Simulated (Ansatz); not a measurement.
# SiH4Cl (doublet): wB97M-V, B2PLYP, RPA-PBE over a scan of the distance Cl1–H2 along a hydrogen transfer, cc-pVDZ

An exercise on one series of results from a longer session: the logs are not shown, and one member is left open.

Program: Ansatz 0.2.0, Gaussian basis. Level of theory: cc-pVDZ, all electrons in the functionals, frozen cores in the correlation of double hybrids and RPA. These are calculated values, not measurements.

To be run: wB97M-V, B2PLYP, RPA-PBE, at 1.279 Å; 1.388 Å; 1.606 Å; 1.825 Å; 2.043 Å.

### The geometry

The geometry derives from fragments relaxed apart (PBE0/def2-TZVP) and kept rigid, so it is no stationary point. A hydrogen atom is moved between rigid fragments.

6 atoms, charge 0, spin multiplicity 2.

Atoms are counted from 1 here; the program's logs count them from 0.

Bond lengths: Cl1–H2 1.279 Å, Si3–H4 1.486 Å, Si3–H5 1.486 Å, Si3–H6 1.486 Å. Angles: H4–Si3–H5 111.3°, H4–Si3–H6 111.3°, H5–Si3–H6 111.3°.

Coordinates:

```xyz
6
charge 0, multiplicity 2
Cl   -1.6428    0.0000    0.0000
H    -0.3640    0.0000    0.0000
Si    1.8402    0.0000    0.0000
H     2.2902   -1.4163    0.0000
H     2.2902    0.7081   -1.2265
H     2.2902    0.7081    1.2265
```

No dispersion term is added; wB97M-V holds VV10 nonlocal correlation.

The geometry shown and the zero of energy belong to the point 1.279 Å. The yardstick, UCCSDT(Q), and other wave-function levels (R restricted, U unrestricted, valence and pair active spaces) come from earlier runs.

The first run:

Contents of in.yaml:

```yaml
crystal:
  periodic: [false, false, false]
  atoms:
    - {symbol: Cl, position_ang: [-1.642784, 0.000000, -0.000001]}
    - {symbol: H, position_ang: [-0.363984, 0.000000, 0.000000]}
    - {symbol: Si, position_ang: [1.840216, 0.000000, 0.000001]}
    - {symbol: H, position_ang: [2.290189, -1.416254, 0.000001]}
    - {symbol: H, position_ang: [2.290190, 0.708126, -1.226510]}
    - {symbol: H, position_ang: [2.290189, 0.708126, 1.226512]}
basis:
  gaussian: {orbitals: cc-pVDZ}
magnetization: {spin_polarized: true, initial_magnetization: 1}
hamiltonian: {xc: {name: wB97M-V}}
output: {forces: true, orbitals: {seedname: orbitals}}
```

Launch:

```sh
ansatz run in.yaml --threads 1 --pin off --events-out ev --progress --plain --max-ram 2816MiB --backend cpu
```

Among the steps run: wB97M-V, 1.279 Å; wB97M-V, 1.388 Å; wB97M-V, 1.606 Å; wB97M-V, 1.825 Å; wB97M-V, 2.043 Å; B2PLYP, 1.279 Å; B2PLYP, 1.388 Å; B2PLYP, 1.606 Å; B2PLYP, 1.825 Å; B2PLYP, 2.043 Å; RPA-PBE, 1.279 Å; RPA-PBE, 1.388 Å; RPA-PBE, 1.606 Å; RPA-PBE, 1.825 Å; RPA-PBE, 2.043 Å.

One table of the session follows, with a row left open; its other results are not shown here.

```
    level  1.388 Å  1.606 Å  1.825 Å  2.043 Å
UCCSDT(Q)        ?        ?        ?        ?
  wB97M-V     -0.5     22.6     22.5     28.4
   B2PLYP     -0.3     22.0     21.5     26.9
  RPA-PBE      0.9     22.5     17.0     16.8
```

**Question.** Estimate the row for UCCSDT(Q).

The run gave: 1.388 Å: 3.2; 1.606 Å: 31.6; 1.825 Å: 29.6; 2.043 Å: 27.8. In the column «1.388 Å» it is the highest.

Limits of these values: Energies in kJ/mol, counted from 1.279 Å; blanks weren't run or aren't comparable.
